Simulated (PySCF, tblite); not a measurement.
# C6H11 radical: geometry, infrared bands and EPR parameters

What infrared bands and EPR parameters should C6H11 radical (`C=[C]C(C)(C)C`) show?

Computed with tblite 0.8.0 and PySCF 2.14.0, with density-fitted response routines of our own, on a single molecule in the gas phase. Atoms are numbered from 0 throughout.

**1. The molecule as given**

17 atoms, charge 0, multiplicity 2; geometry from: force field or distance geometry start.

Bonds of the start (Å): C0–C1 1.31, C1–C2 1.47, C2–C3 1.53, C2–C4 1.54, C2–C5 1.53, C0–H6 1.09, C0–H7 1.08, C3–H8 1.10, C3–H9 1.09, C3–H10 1.10, C4–H11 1.10, C4–H12 1.10, C4–H13 1.09, C5–H14 1.09, C5–H15 1.11, C5–H16 1.09.

**2. Optimising the geometry with GFN2-xTB**

Job settings and geometry (Å):

```
{"job": {"kind": "relax", "xc": "GFN2-xTB", "basis": "xTB"}, "charge": 0, "multiplicity": 2}
C      2.225400     1.281900     0.304600
C      1.089100     0.638600     0.235300
C     -0.177200    -0.111600     0.179400
C     -0.927600     0.037800     1.504700
C     -1.050900     0.470000    -0.945200
C      0.094100    -1.590400    -0.106000
H      2.324500     2.252300    -0.181600
H      3.072000     0.879000     0.844600
H     -1.875900    -0.511800     1.497100
H     -1.144500     1.079600     1.748800
H     -0.334400    -0.372400     2.340600
H     -0.547800     0.389700    -1.920800
H     -1.271400     1.534800    -0.774200
H     -2.002700    -0.056900    -1.033700
H      0.630700    -1.712400    -1.049600
H      0.718000    -2.030600     0.696700
H     -0.828400    -2.165500    -0.157400
```

Command:

```console
$ OMP_NUM_THREADS=1 python probes_run.py task.json out
```

One launch serves the whole session: the jobs run in the order shown.

**Question.** This job is followed by: GFN2-xTB harmonic vibrations, gas phase; UKS B3LYP, pcH-1 on C H, non-relativistic, mean-field spin-orbit, GIAO. What will the session give for the following? strongest single infrared mode (GFN2-xTB); zero-point energy (GFN2-xTB); g(iso) (B3LYP); ⟨S²⟩; largest a(iso) (averaged by class); potential on the surface of density 0.002 e/bohr³, 1st and 99th percentile.

As calculated:

| quantity | value |
| --- | --- |
| strongest single infrared mode (GFN2-xTB) | 3041 cm⁻¹, 89 km/mol |
| zero-point energy (GFN2-xTB) | 92.7 kcal/mol |
| g(iso) (B3LYP) | 2.00217 |
| ⟨S²⟩ | 0.758 (exact 0.75) |
| largest a(iso) (averaged by class) | 13C on C1, 261.0 MHz |
| potential on the surface of density 0.002 e/bohr³, 1st and 99th percentile | -0.76 V and 0.66 V |

**Reading.** Over 73 steps the energy fell by 0.197 eV; of the close pairs, C5–H15 changed most, 1.108 to 1.088 Å. No mode is imaginary among the 45: a minimum at this level. Unscaled tight-binding wavenumbers are off by several per cent, some by more. Its intensities can rank the bands wrongly. C1 carries the largest spin population, 0.99 e. The isotropic g lies 0.1 ppt below the free-electron value. The conformer search found further structures of the same energy, which may be mirror or relabelled copies of this one.
